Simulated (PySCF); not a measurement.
**Ionisation energy of Mg by level of theory**

Mg [Ne] 3s2 (1S) → Mg⁺ [Ne] 3s1 (2S), as a difference of total energies. All numbers are calculated (PySCF 2.14, the non-relativistic Hamiltonian (point nucleus), in def2-QZVPPD). Correlated levels: valence: [Ne] frozen; valence and next inner shell: 1s2 frozen. The calculations carry no spin-orbit coupling.

```tsv
method	ionisation energy (eV)
UHF	6.606
LDA	7.719
PBE	7.613
PBE0	7.542
r2SCAN	7.372
r2SCANh	7.379
BLYP	7.629
TPSS	7.550
MP2 (valence)	7.248
MP2 (valence and next inner shell)	7.380
SCS-MP2 (valence and next inner shell)	7.479
```

Estimate what SCS-MP2 (valence) gives.

7.376 eV, closest to r2SCANh among the rows shown.

Estimate what wB97M-V gives.

7.659 eV, closest to BLYP among the rows shown.

Errors of the correlated levels include the incompleteness of this basis and the frozen core.

MP2 underrates the near-degeneracy of ns² with np² in the lower species.

For comparison: 7.646 eV (measured; NIST Atomic Spectra Database, ionization energies).
